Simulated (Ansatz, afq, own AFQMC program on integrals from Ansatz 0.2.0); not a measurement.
Integrals from Ansatz 0.2.0, then the random walk in our own AFQMC program (afq).

```yaml
crystal:
  periodic: [false, false, false]
  atoms:
    - {symbol: Zr, position_ang: [0.000000, 0.000538, 0.296228]}
    - {symbol: N, position_ang: [0.000000, 0.004711, -1.524767]}
    - {symbol: H, position_ang: [0.000095, -0.994727, -1.751364]}
    - {symbol: H, position_ang: [0.828533, 0.440365, -1.935074]}
    - {symbol: H, position_ang: [-0.828617, 0.440206, -1.935074]}
basis:
  gaussian: {orbitals: def2-SVP}
magnetization: {spin_polarized: false}
correlation: {method: ccsd_t, electrons: outside_noble_gas, hamiltonian_folder: ham}
```

```sh
$ ansatz run in.yaml --threads 1 --pin off --events-out ev --progress --plain --max-ram 24576MiB --backend cuda --devices 0, --max-vram 18GiB
```

Options of the walk:

```
--method phaseless --trial cisd --walkers 4000 --populations 20 --least-time 60 --time-step 0.005 --steps-per-block 50 --equilibration-blocks 40 --max-blocks 4000 --target-error 0.00021 --factor-cut 1e-05 --seed 8538 --release-times 0.24,0.51,0.99,1.62,2.4 --release-step 0.03 --release-every 3 --taylor-order 6
```

Times are imaginary, in 1/Eh. The walk had a cap of 136 s. With eight or more populations the least sampling time is a fifth of least-time, and the error comes from their spread. Core potentials past Kr, no spin–orbit coupling.

afq prints:

```
orbitals 55  electrons 6 6  factors 482 of 629
reference energy -102.46152985 Eh
CCSD correlation -0.28638522 Eh in 30 cycles, weight of the determinant in the CISD state 0.7866
energy of the start -102.747917 Eh
 block  time / (1/Eh)  mean weight  energy / Eh
     1     0.250  1.0002  -102.743960
     2     0.500  1.0003  -102.746661
     3     0.750  1.0001  -102.748959
     4     1.000  0.9999  -102.750889
     5     1.250  0.9999  -102.752023
    11     2.750  1.0001  -102.756205
    23     5.750  0.9999  -102.758308
    35     8.750  0.9999  -102.760457
    47    11.750  0.9999  -102.760004
    59    14.750  0.9995  -102.757260
    71    17.750  1.0000  -102.762569
    83    20.750  1.0001  -102.759318
    95    23.750  1.0000  -102.760695
   103    25.750  1.0000  -102.763100
   107    26.750  0.9998  -102.759329
   113    28.250  1.0000  -102.758215
error from the spread of 20 populations
released: time / (1/Eh)  energy / Eh  error  mean overlap
  0.24  -102.760042  0.000276  0.9993
  0.51  -102.760207  0.000257  0.9986
  0.99  -102.760902  0.000203  0.9932
  1.62  -102.760701  0.000384  0.9904
  2.40  -102.760477  0.000328  0.9938
energy -102.759942 +/- 0.000241 Eh
(rows thinned)
```

The run passed its tests (sampling time, drift between the halves within three errors, error under three times the target), which doesn't prove that it has relaxed, ending at its cap on processor time.

Against this walk (error 6.6 meV) on the same determinant: CCSD(T) 29.8 meV higher, CCSDT(Q) 88.6 meV lower. The error is statistical and leaves out the bias of the constraint. None of these is a sure reference here. Released to 2.40 1/Eh the energy moves by -15 ± 11 meV (both errors), within twice the noise.

Cautions: constraint bias not in the error; error above the target (6.6 against 5.7 meV); no spin-orbit coupling; outer-core shells of the metal frozen; higher spins were not checked; restricted determinant unstable towards unrestricted (UHF 869 meV lower, ⟨S²⟩ 1.25); strong correlation (T1 0.047, weight of the determinant 0.79, largest double 0.11); released walk and highest rung disagree (by 74 meV at 2.40 1/Eh); CCSDT(Q) on the UHF determinant differs (610 meV lower), perhaps since the unrestricted series falls towards higher spin.

The walk took 2.5 min on 1 × NVIDIA H100 80GB HBM3 with 2 threads of AMD EPYC 7R13 Processor (Zen 3), on a shared host (the card was shared). The log's last line is the phaseless energy.

CCSDT and higher add their correlation energy to the determinant of the CCSD(T) run, since their own runs factorise the integrals more tightly (a shift of under 2 meV). A walk keeps the symmetry of its determinant, which the program's search chose and which needn't be the lowest solution, so a lower state of the same spin and another symmetry isn't excluded.
